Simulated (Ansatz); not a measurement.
**BH3O (SMILES [H]B([H])O): levels of theory compared**

Aim: a comparison of 6 runs (UHF/STO-3G, HSE06/STO-3G, SVWN5/STO-3G, RPA@PBE/STO-3G, CCSD/STO-3G, CCSD(T)/STO-3G) of BH3O. 

The calculation is run with Ansatz 0.2.0.

45 further runs of the same task are left out: 1 that didn't finish, 44 set aside as unsound or not needed.

## Step 1: The structure to begin with

The species is BH3O (5 atoms), meant as a singlet with charge 0. SMILES: `[H]B([H])O`. The O4–B1 distance was set to 2.651 Å, away from the relaxed value. At this shape a bond of the SMILES string is far longer than usual.

Bond lengths: B1–H2 1.172 Å, B1–H3 1.182 Å, O4–H5 0.958 Å. Angles: H2–B1–H3 121.4°.

## Step 2: A single-point energy at UHF/STO-3G (run 1)

File in.yaml:

```yaml
basis:
  gaussian: {orbitals: STO-3G}
crystal:
  periodic: [false, false, false]
  atoms:
    - {symbol: B, position_ang: [0.701349, 1.523627, -0.391482]}
    - {symbol: H, position_ang: [1.833929, 1.611187, -0.678592]}
    - {symbol: H, position_ang: [-0.002531, 2.472507, -0.363682]}
    - {symbol: O, position_ang: [-0.159420, -0.918700, 0.174490]}
    - {symbol: H, position_ang: [-1.082200, -1.025180, 0.410320]}
accuracy: high
hamiltonian: {xc: hf}
magnetization: {spin_polarized: true, initial_magnetization: 0}
```

The run is started by

```console
ansatz run in.yaml --threads 1 --pin off --max-ram 2610MiB --events-out events.jsonl --progress --plain --runs-dir runs
```

What it wrote:

```text
Warning: RAYON_NUM_THREADS=1 ignored (pool sized by the plan → 1); use --threads N
Functional definition: HF
  name "HF"
  exchange = exact_x
  correlation = 0
199 factors; integrals over basis functions are off by at most 4.5e-8 eV
mean field evaluation 1: about -2702.7094 eV, gradient 2.2e1 eV
mean field evaluation 2: about -2702.7191 eV, gradient 2.2e1 eV
mean field evaluation 4: about -2707.3032 eV, gradient 1.4e1 eV
mean field evaluation 8: about -2710.6196 eV, gradient 2.4e0 eV
mean field evaluation 16: about -2710.6649 eV, gradient 3.2e-7 eV
mean field evaluation 32: about -2714.9877 eV, gradient 2.9e-8 eV
mean field evaluation 64: about -2714.7544 eV, gradient 1.2e0 eV
mean field evaluation 96: about -2714.7176 eV, gradient 4.0e0 eV
mean field evaluation 128: about -2710.0437 eV, gradient 6.4e0 eV
mean field -2714.98773240 eV, -99.7739588810 hartree, gradient 2.9e-8 eV, S^2 0.966730; 7 other end points of the search recorded, 0 dependent functions left out
reference -2714.98773240 eV, -99.7739588810 hartree; 8, 8 occupied and 5, 5 virtual orbitals, 199 factors
Total energy: -2714.98773240 eV, -99.7739588810 hartree
```

It took 0.14 s on 1 thread of Arm Neoverse V1, shared host.

## Step 3: The energy at HSE06/STO-3G (run 2)

File run.yaml:

```yaml
crystal:
  periodic: [false, false, false]
  atoms:
    - {symbol: B, position_ang: [0.701349, 1.523627, -0.391482]}
    - {symbol: H, position_ang: [1.833929, 1.611187, -0.678592]}
    - {symbol: H, position_ang: [-0.002531, 2.472507, -0.363682]}
    - {symbol: O, position_ang: [-0.159420, -0.918700, 0.174490]}
    - {symbol: H, position_ang: [-1.082200, -1.025180, 0.410320]}
basis:
  gaussian:
    orbitals: STO-3G
hamiltonian:
  xc: hse06
accuracy: high
```

The run is started by

```console
ansatz run run.yaml --threads 1 --pin off --max-ram 2610MiB --events-out events.jsonl --progress --plain --runs-dir runs
```

What it wrote:

```text
Warning: RAYON_NUM_THREADS=1 ignored (pool sized by the plan → 1); use --threads N
Functional definition: HSE06
  name "HSE06"
  parameter a = 0.25
  parameter omega = 0.11/bohr
  exchange = pbe_x - a*pbe_x_sr(omega) + a*exact_x_sr(omega)
  correlation = pbe_c
199 factors; integrals over basis functions are off by at most 4.5e-8 eV
53 factors; integrals over basis functions are off by at most 1.4e-9 eV
mean field evaluation 1: about -2715.9807 eV, gradient 3.2e1 eV
mean field evaluation 2: about -2593.9278 eV, gradient 9.3e1 eV
mean field evaluation 4: about -2719.3726 eV, gradient 2.6e1 eV
mean field evaluation 8: about -2719.3437 eV, gradient 2.6e1 eV
mean field evaluation 16: about -2724.0367 eV, gradient 4.6e-7 eV
mean field -2724.03672733 eV, -100.1065033109 hartree, gradient 2.0e-8 eV, S^2 0.000000; 0 other end points of the search recorded, 0 dependent functions left out
reference -2724.03672918 eV, -100.1065033788 hartree; 8, 8 occupied and 5, 5 virtual orbitals, 199 factors
Total energy: -2724.03672918 eV, -100.1065033788 hartree
```

Run time: 1 s. Hardware: 1 thread of Arm Neoverse V1, shared host.

Runs 3 to 4 aren't shown in full; the table further down has their settings and results.

## Step 4: A single-point energy at CCSD/STO-3G (run 5)

run.yaml: that of step 3 with these lines changed.

```diff
@@ -9,6 +9,5 @@
 basis:
-  gaussian:
-    orbitals: STO-3G
-hamiltonian:
-  xc: hse06
+  gaussian: {orbitals: STO-3G}
+scf: {omitted_lower_state_checks: [cluster_reference, increment]}
+correlation: {method: ccsd, frozen_orbitals: {B: 1, H: 0, O: 1}}
 accuracy: high
```

The run is started by

```console
ansatz run run.yaml --threads 1 --pin off --max-ram 2610MiB --events-out events.jsonl --progress --plain --runs-dir runs
```

What it wrote:

```text
Warning: RAYON_NUM_THREADS=1 ignored (pool sized by the plan → 1); use --threads N
[... 12 lines left out ...]
2 core orbitals not correlated: weight in the atoms' cores, before any rotation towards them, 1.000 or more for the frozen orbitals, at most 0.000 for the correlated occupied ones
[... 37 lines left out ...]
WARN: these amplitudes may be one of several solutions (largest doubles amplitude 0.66, level shift 10.12 eV)
Total energy: -2716.80474194 eV, -99.8407327499 hartree
Checks for a lower state left out: cluster_reference, increment
```

It took 0.12 s on 1 thread of Arm Neoverse V1, shared host.

## Step 5: A single-point energy at CCSD(T)/STO-3G (run 6)

File job.yaml:

```yaml
crystal:
  periodic: [false, false, false]
  atoms:
    - {symbol: B, position_ang: [0.701349, 1.523627, -0.391482]}
    - {symbol: H, position_ang: [1.833929, 1.611187, -0.678592]}
    - {symbol: H, position_ang: [-0.002531, 2.472507, -0.363682]}
    - {symbol: O, position_ang: [-0.159420, -0.918700, 0.174490]}
    - {symbol: H, position_ang: [-1.082200, -1.025180, 0.410320]}
basis:
  gaussian:
    orbitals: STO-3G
correlation:
  method: ccsd_t
  frozen_orbitals: {B: 1, H: 0, O: 1}
accuracy: high
scf:
  omitted_lower_state_checks: [cluster_reference, increment]
```

The run is started by

```console
ansatz run job.yaml --threads 1 --pin off --max-ram 2610MiB --events-out events.jsonl --progress --plain --runs-dir runs
```

What it wrote:

```text
Warning: RAYON_NUM_THREADS=1 ignored (pool sized by the plan → 1); use --threads N
[... 12 lines left out ...]
2 core orbitals not correlated: weight in the atoms' cores, before any rotation towards them, 1.000 or more for the frozen orbitals, at most 0.000 for the correlated occupied ones
[... 38 lines left out ...]
WARN: these amplitudes may be one of several solutions (largest doubles amplitude 0.66, level shift 10.12 eV)
Total energy: -2716.91343617 eV, -99.8447271892 hartree
Checks for a lower state left out: cluster_reference, increment
```

Wall time 0.12 s (1 thread of Arm Neoverse V1, shared host).

## Step 6: The series

```
run           level  frozen core orbitals  energy (Eh)  wall time
  1      UHF/STO-3G                     –   -99.773959     0.14 s
  2    HSE06/STO-3G                     –  -100.106503        1 s
  3    SVWN5/STO-3G                     –   -99.359007     0.56 s
  4  RPA@PBE/STO-3G                     2   -99.885162      1.1 s
  5     CCSD/STO-3G                     2   -99.840733     0.12 s
  6  CCSD(T)/STO-3G                     2   -99.844727     0.12 s
```

## Step 7: What came out

```
                                          quantity         value
                               run 6: total energy  -99.84473 Eh
run 6: correlation energy (2 core orbitals frozen)    -229.6 mEh
                             run 6: (T) correction     -3.99 mEh
                              run 6: T1 diagnostic         0.041
```

In words: Below the UHF energy at the same shape and in the same basis (STO-3G): CCSD -66.8 mEh; CCSD(T) -70.8 mEh. Some of these start from another determinant than that one, so these aren't their correlation energies. Totals of different functionals can't be ranked against each other. In runs 5, 6 the T1 diagnostic is large, so a single reference may not serve. In runs 4, 5, 6 the log says that unrestricted orbitals would lower the reference, so the values rest on an unstable closed-shell determinant (other closed-shell runs at this shape may share the fault). In runs 1, 2, 3, 4, 5, 6 the basis is minimal, so the values are rough. Spin contamination of the reference: run 1 ⟨S²⟩ = 0.97. Where it is this large, the reference is a mixture of spin states, and values that rest on it are in doubt. All runs together took 3.1 s, the longest 1.1 s.
